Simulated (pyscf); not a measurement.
## Insertion: SiH₂ (SMILES [SiH2]) [singlet] + H₃C–OH (SMILES CO) → H₃C–O–SiH₃ (SMILES CO[SiH3])

Gas phase, singlet surface, charge 0. Bonds broken: O5–H9. Bonds formed: Si1–O5, Si1–H9. PySCF, gas phase, ωB97X-D3(BJ)/def2-SVP geometries. MP2 and CC: frozen core, UHF for open shells. ΔMP2 is the change of the MP2 total energy from the triple- to the quadruple-zeta basis.

Transition state (Å):

```xyz
9

Si     0.7496     1.2952     0.2410
H      1.6801     0.9966    -0.8965
H      1.3727     0.5855     1.4111
C     -1.2121    -0.6619     0.9088
O     -0.7673     0.2279    -0.1042
H     -0.4931    -1.4928     1.0062
H     -2.1995    -1.0602     0.6305
H     -1.2917    -0.1539     1.8874
H     -0.8621     1.4715     0.1536
```

One imaginary mode, 1591i cm⁻¹; descent along it reached the two sides named, in the forms told below.

```
bond    change  reactant side (Å)  saddle  product side
------  ------  -----------------  ------  ------------
O5–H9   breaks              0.966   1.274           2.6
Si1–O5   forms              2.020   1.887         1.664
Si1–H9   forms              2.525   1.624         1.496
```

Electronic energies relative to the separated reactants (kJ/mol):

```json
[
 {"level": "ωB97X-D3(BJ)/def2-TZVP", "barrier": "-0.7", "reaction energy": "-340.1", "reverse barrier": "339.4"},
 {"level": "PBE/def2-TZVP", "barrier": "-28.4", "reaction energy": "-313.2", "reverse barrier": "284.7"},
 {"level": "r²SCAN/def2-TZVP", "barrier": "-32.1", "reaction energy": "-343.5", "reverse barrier": "311.4"},
 {"level": "B3LYP-D3(BJ)/def2-TZVP", "barrier": "-2.1", "reaction energy": "-323.9", "reverse barrier": "321.8"},
 {"level": "PBE0-D3(BJ)/def2-TZVP", "barrier": "-13.4", "reaction energy": "-329.0", "reverse barrier": "315.6"},
 {"level": "M06-2X/def2-TZVP", "barrier": "4.7", "reaction energy": "-328.5", "reverse barrier": "333.2"},
 {"level": "ωB97M-D3(BJ)/def2-TZVP", "barrier": "9.7", "reaction energy": "-318.1", "reverse barrier": "327.7"},
 {"level": "HF/def2-TZVP", "barrier": "91.7", "reaction energy": "-320.9", "reverse barrier": "412.6"},
 {"level": "MP2/def2-QZVPP", "barrier": "-8.9", "reaction energy": "-341.8", "reverse barrier": "332.9"},
 {"level": "CCSD/def2-TZVPP", "barrier": "31.6", "reaction energy": "-313.0", "reverse barrier": "344.6"},
 {"level": "CCSD(T)/def2-TZVPP", "barrier": "14.0", "reaction energy": "-315.8", "reverse barrier": "329.8"},
 {"level": "CCSD(T)/def2-TZVPP + ΔMP2(QZVPP)", "barrier": "10.8", "reaction energy": "-319.7", "reverse barrier": "330.5"}
]
```

With CCSD(T)/def2-TZVPP + ΔMP2(QZVPP) energies and thermal terms (ideal gas, 1 atm, RRHO with modes under 100 cm⁻¹ raised to 100, one conformer, R ln 2 for rigid chiral ones), in kJ/mol:

| T (K) | ΔH‡ | ΔG‡ | ΔH | ΔG |
|---|---|---|---|---|
| 298 | 7.0 | 50.8 | -313.7 | -269.5 |
| 600 | 7.6 | 95.2 | -312.6 | -224.9 |
| 900 | 10.1 | 138.5 | -308.8 | -181.8 |
| 1200 | 13.2 | 180.8 | -304.1 | -140.1 |

On the reactant side the descent ends in an adduct with a O–Si contact, 100.1 kJ/mol under the separated species and 99.4 kJ/mol under the saddle at ωB97X-D3(BJ)/def2-TZVP. At ωB97X-D3(BJ), PBE, r²SCAN, B3LYP-D3(BJ), PBE0-D3(BJ), MP2 the saddle lies under the separated reactants, which points to a path from their complex (located at ωB97X-D3(BJ) alone). What is counted as formed (O–Si) is already present as a longer contact in the reactant adduct; forming that adduct is a step of its own. H₃C–O–SiH₃ lies 99.2 kJ/mol over its isomer H₃C–SiH₂–OH, and others may lie lower still (electronic energy, ωB97M-D3(BJ)). One saddle was located; it need not be the lowest between these sides. The CCSD(T) − MP2 part came from Ansatz, without density fitting, on the same reference.
